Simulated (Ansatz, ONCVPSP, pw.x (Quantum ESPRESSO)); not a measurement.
**B (Z = 5): one change to the ONCV potential, in the atom and in the bcc crystal**

```json
{
 "Element": "B",
 "Generator": "ONCVPSP 4.0.1",
 "Type": "optimised norm-conserving Vanderbilt (ONCV)",
 "Functional": "LDA (Perdew-Wang 92)",
 "Relativity": "scalar-relativistic",
 "Frozen core": "[He]",
 "Valence charge": "3",
 "Reference configuration": "2s1 (charge +2)",
 "Partial waves": "2s: rc 1.25 bohr, ncon 5, nbas 10, qcut 5.8 1/bohr, 2 projectors, debl 1.8 Ha; p scattering state at 0.03 Ha: rc 1.25 bohr, ncon 4, nbas 9, qcut 6.2 1/bohr, local",
 "Local potential": "the p channel",
 "Core correction": "Teter function, fcfact 5.75, rcfact 1.15"
}
```

In the p channel the program set the typed energies aside and used 0.050 Ha.

Change: p: nbas 8.

Cutoffs, loose and tight: the cutoffs (Ha) at which the residual kinetic energy of the hardest occupied pseudo-wave falls to 1 and 0.1 mHa per electron. They do not see the model core or the augmentation charge, which bear on the density cutoff. Test errors are all-electron minus pseudo excitation energies from the reference, over the configurations 2s2 2p1; 2s2; 2s2 2p0.5; 2s1 2p2; variants that change the core or the reference have their own tests.

Crystal test: bcc B in pw.x 7.5, no spin, 18³ k-points, Fermi–Dirac smearing 0.01 Ry, cutoffs set for each file from its atomic test. The reference is all-electron LAPW (Ansatz 0.2.0) with the same functional, mesh and smearing; V0 and B0 come from Birch–Murnaghan fits to the pressures at five volumes. Errors are pseudo minus all-electron; Δ is the rms difference of the E(V) curves that follow from these fits, minima aligned, over ±6 % about the mean V0. Mesh and smearing are coarse, so the numbers serve the comparison and aren't converged zero-temperature values; the lattice is a test structure that the element need not adopt.

All-electron: a0 = 2.281 Å (V0 = 5.93 Å³/atom), B0 = 251.5 GPa.

Problem. Does the change bring the crystal closer to the all-electron result?

Solution. The mean pressure error goes from +18.52 to +15.83 GPa, so the change moves the solid closer to the all-electron pressures. Neither pressure curve crosses zero within the volumes sampled, so no fits are given.

| quantity | base | changed |
| --- | --- | --- |
| outcome (atom) | generated, projector energies reset by the program | generated, projector energies reset by the program |
| cutoff, loose (atom) | 14 Ha | 14 Ha |
| cutoff, tight (atom) | 18 Ha | 18 Ha |
| bound ghosts (atom) | none | none |
| largest test error (meV) (atom) | -294 | -252 |
| cutoffs in pw.x (Ry) | 50/200 | 50/200 |
| mean pressure error (GPa) | +18.52 | +15.83 |

Base: This is a poor potential for the solid. Changed file: This is a poor potential for the solid.
